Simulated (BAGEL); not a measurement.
# O2 (oxygen): ROHF/6-31G(d) (density fitting with cc-pvqz-jkfit, spherical functions)

What is the vertical electron affinity of O2 (oxygen) at ROHF/6-31G* (density fitting with cc-pvqz-jkfit, spherical functions)? 

The results are computed with BAGEL 1.2.2.

1 further run of the same task is left out (it didn't finish). Runs told in other sessions of the task aren't counted.

## (1) The molecule

The species is O2 (2 atoms), meant as a triplet with charge 0. As SMILES, `O=O`. The coordinates come from a PBE0-D4/def2-TZVP relaxation.

Bond lengths: O1–O2 1.193 Å.

## (2) A single-point energy at ROHF/6-31G(d) (density fitting with cc-pvqz-jkfit, spherical functions)

File input.json:

```json
{ "bagel" : [

{
  "title" : "molecule",
  "basis" : "6-31gs.json",
  "df_basis" : "cc-pvqz-jkfit",
  "angstrom" : true,
  "geometry" : [
    { "atom" : "O", "xyz" : [    0.509550,   -0.164850,    0.262450 ] },
    { "atom" : "O", "xyz" : [   -0.509550,    0.164850,   -0.262450 ] }
  ]
},
{ "title" : "rohf", "nopen" : 2 },
{ "title" : "print", "file" : "orbitals.molden", "orbitals" : true }

]}
```

The basis set 6-31G* is read from a file made from the Basis Set Exchange's data (not shown).

Run with:

```bash
$ BAGEL_NUM_THREADS=1 BAGEL input.json > input.out
```

The program printed:

```text
* using 1 threads per process

  ===============================================================
  ===============================================================

  *** Geometry ***

  { "atom" : "O", "xyz" : [      0.962910,     -0.311521,      0.495959 ] },
  { "atom" : "O", "xyz" : [     -0.962910,      0.311521,     -0.495959 ] },

  Number of auxiliary basis functions:      212

  Since a DF basis is specified, we compute 2- and 3-index integrals:
    o Being stored without compression. Storage requirement is 0.001 GB

  Number of basis functions:       28
  Number of electrons      :       16

    * METHOD: MOLECULE                             0.02

  *** Open-shell HF ***

  === Nuclear Repulsion ===
    28.3929930607

      * DIIS with orbital gradients will be used.

  === ROHF iteration (6-31gs.json) ===
      0       -149.58143512          0.02783979           0.00
      1       -149.59377805          0.00423322           0.00
      2       -149.59394151          0.00101752           0.00
      3       -149.59402380          0.00030580           0.00
      4       -149.59400580          0.00003599           0.00
      5       -149.59400852          0.00000723           0.00
      6       -149.59400812          0.00000023           0.00
      7       -149.59400802          0.00000005           0.00
      8       -149.59400802          0.00000001           0.00
    * SCF iteration converged.

    * S^2 (ROHF) is 2.0000

    * Permanent dipole moment:
           (    0.000000,    -0.000000,     0.000000) a.u.

    * METHOD: ROHF                                 0.05

    * METHOD: PRINT                                0.00

  ===============================================================
```

Run time: 0.24 s. Hardware: 1 thread of Arm Neoverse V2, shared host.

## (3) The doublet anion at the same level

File input.json:

```json
{ "bagel" : [

{
  "title" : "molecule",
  "basis" : "6-31gs.json",
  "df_basis" : "cc-pvqz-jkfit",
  "angstrom" : "true",
  "geometry" : [
    { "atom" : "O", "xyz" : [    0.509550,   -0.164850,    0.262450 ] },
    { "atom" : "O", "xyz" : [   -0.509550,    0.164850,   -0.262450 ] }
  ]
},
{ "title" : "rohf", "charge" : -1, "nopen" : 1 },
{ "title" : "print", "file" : "orbitals.molden", "orbitals" : "true" }

]}
```

The basis set 6-31G* is read from a file made from the Basis Set Exchange's data (not shown).

Run with:

```bash
$ BAGEL_NUM_THREADS=1 BAGEL input.json > input.out
```

The program printed:

```text
* using 1 threads per process

  ===============================================================
  ===============================================================

  *** Geometry ***

  { "atom" : "O", "xyz" : [      0.962910,     -0.311521,      0.495959 ] },
  { "atom" : "O", "xyz" : [     -0.962910,      0.311521,     -0.495959 ] },

  Number of auxiliary basis functions:      212

  Since a DF basis is specified, we compute 2- and 3-index integrals:
    o Being stored without compression. Storage requirement is 0.001 GB

  Number of basis functions:       28
  Number of electrons      :       16

    * METHOD: MOLECULE                             0.02

  *** Open-shell HF ***

  === Nuclear Repulsion ===
    28.3929930607

      * DIIS with orbital gradients will be used.

  === ROHF iteration (6-31gs.json) ===
      0       -149.45164025          0.05378565           0.00
      1       -149.52531405          0.02560799           0.01
      2       -149.53495812          0.01008661           0.01
      3       -149.53722322          0.00068258           0.01
      4       -149.53718529          0.00006428           0.01
      5       -149.53718488          0.00000907           0.01
      6       -149.53718504          0.00000104           0.01
      7       -149.53718497          0.00000023           0.01
      8       -149.53718496          0.00000003           0.01
      9       -149.53718496          0.00000000           0.01
    * SCF iteration converged.

    * S^2 (ROHF) is 0.7500

    * Permanent dipole moment:
           (   -0.000000,     0.000000,    -0.000000) a.u.

    * METHOD: ROHF                                 0.06

    * METHOD: PRINT                                0.00

  ===============================================================
```

Run time: 0.24 s. Hardware: 1 thread of Arm Neoverse V2, shared host.

## (4) Outcome

Level: ROHF/6-31G* (density fitting with cc-pvqz-jkfit, spherical functions).

| quantity | value |
| --- | --- |
| triplet O2: total energy | -149.59401 Eh |
| triplet O2: dipole moment | 0.00 D |
| triplet O2: ⟨S²⟩ | 2.000 |
| doublet anion: total energy | -149.53718 Eh |
| doublet anion: ⟨S²⟩ | 0.750 |
| vertical electron affinity (to the doublet anion) | -1.546 eV |

The anion lies 1.55 eV (149 kJ/mol) above the neutral: the electron isn't bound at this level, and such a value depends on the basis. Without diffuse functions anions come out too high. Hartree–Fock misses the correlation that binds many anions.
